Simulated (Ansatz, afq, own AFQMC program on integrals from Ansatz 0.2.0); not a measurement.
## NH⁻, doublet in 6-31++G**, levels against full CI

```xyz
2

N     0.0000    0.0000    0.0000
H     0.0000    0.0000    1.0366
```

Basis 6-31++G**. Only valence electrons are correlated. Ansatz 0.2.0 and our own AFQMC program on the same integrals; the CISD trial comes from CCSD amplitudes, and released means the phaseless constraint is let go. Free projection: walkers drawn from exp(T), propagated without any constraint. Its projection time is finite, and what remains of the start isn't in its error. ± is one standard error of the sampling.

Determinant: ROHF, the one that the program's search chose, which needn't be the lowest solution. The geometry is a PBE0/def2-TZVPD stationary point of this or a neighbouring charge and spin state.

Full CI on the same integrals is exact in this basis and with this determinant's frozen core.

Cautions: at this level and basis the anion state lies above a neutral one; a spin-contaminated unrestricted determinant lies lower (UHF 382 meV lower, ⟨S²⟩ 1.77).

- T1 diagnostic: 0.0257
- weight of the determinant in the CISD state: 0.921
- size of the correlated space: 7 electrons in 24 orbitals

| level | correlation energy (eV) |
| --- | --- |
| MP2 | -4.3953 |
| CCSD | -4.7856 |
| CCSD(T) | -4.9108 |

Question: Estimate where free-projection AFQMC lies against CCSD(T) on the same integrals.

Answer: 3.8 ± 1.1 kJ/mol below CCSD(T).

Reference: full CI, correlation energy -4.940 eV. The released energy is read at 2.40 1/Eh (meV from the phaseless value at times in 1/Eh: -20 ± 21 at 0.24, -19 ± 19 at 0.51, -13 ± 11 at 0.99, -18 ± 8 at 1.62, -9 ± 11 at 2.40).

```json
{"level": "CCSD(T)", "E − E(reference) (kJ/mol)": "2.8", "share of correlation (%)": "99.40"}
{"level": "CCSDT", "E − E(reference) (kJ/mol)": "1.3", "share of correlation (%)": "99.72"}
{"level": "CCSDT(Q)", "E − E(reference) (kJ/mol)": "0.1", "share of correlation (%)": "99.99"}
{"level": "ph-AFQMC/HF", "E − E(reference) (kJ/mol)": "10.6 ± 4.5", "share of correlation (%)": "97.78"}
{"level": "ph-AFQMC/CISD", "E − E(reference) (kJ/mol)": "1.8 ± 1.5", "share of correlation (%)": "99.62"}
{"level": "released AFQMC", "E − E(reference) (kJ/mol)": "0.9 ± 1.1", "share of correlation (%)": "99.81"}
{"level": "free AFQMC", "E − E(reference) (kJ/mol)": "-1.0 ± 1.1", "share of correlation (%)": "100.20"}
```

CCSDT and higher add their correlation energy to the determinant of the CCSD(T) run, since their own runs factorise the integrals more tightly (a shift of under 2 meV). Free projections are given only where their last times agree within the noise and don't stop above the reference; a slow remainder of the start can still hide under it. A walk keeps the symmetry of its determinant, which the program's search chose and which needn't be the lowest solution, so a lower state of the same spin and another symmetry isn't excluded. Released energies are given only where the last usable release times agree within the noise; a slower fall can still hide under it.
